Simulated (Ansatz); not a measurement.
System: C3H4, charge 1, doublet. C3H4+ (parent SMILES C=C=C, doublet).
B3LYP-D3(BJ)/def2-TZVP minimum from Ansatz (a quantum-chemistry and plane-wave program):
```xyz
7

C      1.3106     0.0150     0.0000
C      0.0000     0.0000     0.0000
C     -1.3106    -0.0150     0.0000
H      1.8775    -0.4057    -0.8320
H      1.8677     0.4487     0.8320
H     -1.8766     0.3292    -0.8670
H     -1.8686    -0.3722     0.8670
```
Charge +1, spin multiplicity 2.

Total energies in cc-pVDZ, 15 correlated electrons, 3 frozen orbitals. UHF or UKS for unpaired electrons; spin-orbit terms are left out. Correlated methods leave the cores frozen. No relativity. The UHF reference of C3H4+ (parent SMILES C=C=C, doublet) is spin-contaminated (<S^2> up to 0.10 over the pure value in the sets run). The spin of C3H4+ (parent SMILES C=C=C, doublet) was assumed, and the state is the lowest solution found for it.

```json
[
 {"method": "HF", "program": "Ansatz", "energy (Eh)": "-115.56898", "minus CCSDT(Q) (mEh)": "401.68"},
 {"method": "MP2", "program": "Ansatz", "energy (Eh)": "-115.90800", "minus CCSDT(Q) (mEh)": "62.66"},
 {"method": "CCSD", "program": "Ansatz", "energy (Eh)": "-115.95363", "minus CCSDT(Q) (mEh)": "17.03"},
 {"method": "CCSD(T)", "program": "Ansatz", "energy (Eh)": "-115.96801", "minus CCSDT(Q) (mEh)": "2.66"},
 {"method": "CCSDT(Q)", "program": "Ansatz", "energy (Eh)": "-115.97066", "minus CCSDT(Q) (mEh)": "0.00"}
]
```

Rough core times of Ansatz's runs on a shared machine: CCSD(T) under 20 s, CCSDT(Q) 7 min.
